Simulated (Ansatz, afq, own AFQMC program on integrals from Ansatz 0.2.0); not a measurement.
Integrals from Ansatz 0.2.0, then the random walk in our own AFQMC program (afq).

```yaml
crystal:
  periodic: [false, false, false]
  atoms:
    - {symbol: N, position_ang: [0.000000, 0.000000, 0.000000]}
    - {symbol: P, position_ang: [0.000000, 0.000000, 2.030000]}
basis:
  gaussian: {orbitals: 6-31G}
magnetization: {spin_polarized: false}
correlation: {method: ccsd_t, electrons: outside_noble_gas, hamiltonian_folder: ham}
```

```sh
$ ansatz run in.yaml --threads 1 --pin off --events-out ev --progress --plain --max-ram 16896MiB --backend cuda --devices 0, --max-vram 18GiB
```

Options of the walk:

```
--method phaseless --trial cisd --walkers 10 --populations 1 --least-time 40 --time-step 0.0025 --steps-per-block 10 --equilibration-blocks 120 --max-blocks 800 --target-error 0.00152 --factor-cut 1e-05 --seed 4302 --release-times 0.5,1,2 --release-step 0.05 --release-every 40 --taylor-order 4
```

Times are imaginary, in 1/Eh. The walk had a cap of 60 s.

```
orbitals 16  electrons 5 5  factors 87 of 272
reference energy -394.87769000 Eh
CCSD correlation -0.29491403 Eh in 15 cycles, weight of the determinant in the CISD state 0.7066
energy of the start -395.172624 Eh
 block  time / (1/Eh)  mean weight  energy / Eh
     1     0.025  0.9995  -395.170320
     2     0.050  1.0018  -395.170103
     3     0.075  1.0001  -395.170102
     4     0.100  1.0002  -395.168025
     5     0.125  1.0015  -395.167294
     8     0.200  1.0019  -395.165966
    24     0.600  0.9998  -395.164589
    93     2.325  1.0002  -395.156723
   162     4.050  0.9999  -395.171430
   231     5.775  0.9978  -395.209847
   300     7.500  1.0001  -395.149945
   369     9.225  1.0003  -395.151558
   438    10.950  1.0002  -395.167000
   507    12.675  1.0020  -395.189167
   576    14.400  0.9988  -395.198806
   645    16.125  0.9997  -395.147947
   714    17.850  1.0029  -395.295605
   783    19.575  1.0016  -395.187245
   852    21.300  0.9998  -395.182100
   875    21.875  0.9992  -395.113101
   898    22.450  0.9971  -395.216633
blocks merged  error / Eh  count
     1  0.001731  800
     2  0.002346  400
     4  0.003125  200
     8  0.004058  100
    16  0.005299  50
    32  0.006588  25
    64  0.007648  12
released: time / (1/Eh)  energy / Eh  error  mean overlap
  0.50  -395.180412  0.008845  0.9992
  1.00  -395.177215  0.007976  1.0248
  2.00  -395.178930  0.011113  1.0893
energy -395.184204 +/- 0.006588 Eh
(rows thinned)
```

Problem. Estimate how long the walk took on 1 × NVIDIA H100 80GB HBM3 with 2 threads of AMD EPYC 7R13 Processor (Zen 3), on a shared host (the card was shared).

Solution. 45 s of wall time.

The run failed at least one of its tests; the cautions name the faults. The second half of the sampling lies below the first by 1.6 errors of their difference, so the energy may still be moving and its error bar be too small.

Against this walk (error 179.3 meV) on the same determinant: CCSD(T) 326.0 meV lower (within the noise), full CI 385.4 meV lower, a separate phaseless walk with a CISD trial and standard settings 95.1 ± 179.6 meV lower (within the noise). The error is statistical and leaves out the bias of the constraint. Released to 2.00 1/Eh the energy moves by 144 ± 352 meV (both errors), within twice the noise.

Cautions: constraint bias not in the error; error not settled; error above the target (179.3 against 41.4 meV); restricted determinant unstable towards unrestricted (UHF 5.08 eV lower, ⟨S²⟩ 2.17); the search met a lower determinant of the same kind, perhaps of another symmetry (713 meV lower), and this one is a saddle point; strong correlation (T1 0.035, weight of the determinant 0.71, largest double 0.31); (T) is large, 8 % of the CCSD correlation; CCSD(T) is in doubt: in a space of 8 electrons in 8 natural orbitals full CI lies 227 meV below it; the sampling time fell short of the least asked; so few walkers bias the energy.

A walk keeps the symmetry of its determinant, which the program's search chose and which needn't be the lowest solution, so a lower state of the same spin and another symmetry isn't excluded.
